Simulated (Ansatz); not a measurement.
Reaction (atomization): `CNCF` → 2 C• + F• + 6 H• + N•

Calculated with Ansatz (gas phase, PBE0-D4/def2-TZVP geometries, no zero-point term in ΔE). CBS: MP2 limit from def2 TZ/QZ plus the TZ coupled-cluster correction, frozen cores. This one scheme is used for every species, atoms too. Functionals use def2-TZVPP. B3LYP here is the variant with VWN-RPA as its local correlation; programs differ in this. HSE06 is defined as in plane-wave codes. Open shells (•) are unrestricted, without spin–orbit coupling. Spin–orbit coupling would lower the free atoms: a little for C, F. Each species was taken in one conformer, which may not be the lowest.

`CNCF`:

Z-matrix (Å, degrees):
```
C
N 1 1.449
H 1 1.096 2 113.8
H 1 1.093 2 109.0 3 120.6
H 1 1.091 2 109.5 3 -121.9
C 2 1.397 1 116.4 3 -64.1
H 2 1.010 1 112.3 3 66.8
F 6 1.411 2 113.7 1 63.1
H 6 1.092 2 110.4 1 -177.9
H 6 1.093 2 110.2 1 -55.3
```

CCSD(T)/CBS gives +3709.3 kJ/mol.

(1) Another level gave +3659.8 kJ/mol. Which?
A. HSE06-D4/def2-TZVPP
B. revPBE/def2-TZVPP
C. PBE/def2-TZVPP
D. B3LYP/def2-TZVPP

(2) What do rigid-rotor, harmonic-oscillator terms from PBE0-D4/def2-TZVP frequencies (298.15 K, 1 bar) make of the CCSD(T)/CBS value? (Best estimate.)

Largest T1 diagnostic among the species: 0.011.

## Answers

(1) B. revPBE 3659.8, B3LYP 3703.5, HSE06-D4 3728.9, PBE 3794.7 kJ/mol.

(2) Computed: ΔZPE = -225.9 kJ/mol, ΔH = +3530.1 kJ/mol, ΔS = 1026 J/(mol·K), ΔG = +3224.1 kJ/mol. Open shells count their whole term as degenerate.

From r2SCAN to r2SCAN0 (25 % exact exchange), in def2-TZVPP and without D4, ΔE moves by −60.2 kJ/mol: exact exchange takes away binding that semilocal exchange gives to molecules. In def2-TZVPP, CCSD(T) changes the Hartree–Fock value by +968.3 kJ/mol (the triples alone add +51.9 kJ/mol) and MP2 by +1017.9 kJ/mol; breaking electron pairs costs correlation energy, which Hartree–Fock lacks. At CCSD(T), def2-SVP lies −189.1 kJ/mol from the extrapolated value and def2-TZVPP −97.1 kJ/mol: correlation converges slowly with the basis, and small sets miss more of it in the bonded molecule than in its fragments.

For atomizations the MP2-based limit and the directly extrapolated one differ by several kJ/mol either way, and by 10 to 25 for some Ge, Se and Sn compounds, so smaller differences from it don't rank the levels.
